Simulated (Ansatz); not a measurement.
C2H2Al+: where a starting geometry ends

The starting geometry of this gas-phase singlet was optimised with GFN2-xTB.

```yaml
atoms:
  - { symbol: C, position_ang: [-1.4268, -1.0868, -0.5425] }
  - { symbol: C, position_ang: [-0.2348, -1.3712, -0.4892] }
  - { symbol: Al, position_ang: [0.2141, -3.1982, 0.6544] }
  - { symbol: H, position_ang: [-2.4810, -0.9527, -0.5156] }
  - { symbol: H, position_ang: [0.7643, -1.0853, -0.7852] }
```

Task: Where would you expect an optimisation with B3LYP-D3(BJ)/def2-SVP to take it?

Result: It loosens into C2H2 + Al, which stay close as a complex (formulas without charges). Contacts that open: C2–Al3 (2.20 → 2.79 Å).

The energy falls by 0.22 eV over 10 steps:

| step | E − E(last) (eV) |
| --- | --- |
| 1 | 0.217 |
| 2 | 0.146 |
| 3 | 0.097 |
| 4 | 0.039 |
| 5 | 0.014 |
| 6 | 0.009 |
| 7 | 0.001 |
| 8 | 0.000 |
| 9 | 0.000 |
| 10 | 0.000 |

Final geometry (Å):

```yaml
atoms:
  - { symbol: C, position_ang: [-1.3280, -1.1821, -0.4922] }
  - { symbol: C, position_ang: [-0.1412, -1.0406, -0.7151] }
  - { symbol: Al, position_ang: [-0.1970, -3.3698, 0.8121] }
  - { symbol: H, position_ang: [-2.3953, -1.2475, -0.3321] }
  - { symbol: H, position_ang: [0.8974, -0.8543, -0.9510] }
```

No frequencies were run, so the end isn't proven a minimum. Run with Ansatz 0.2.0, 23 s on 1 thread of AMD EPYC (Zen 3), with other jobs on the host.
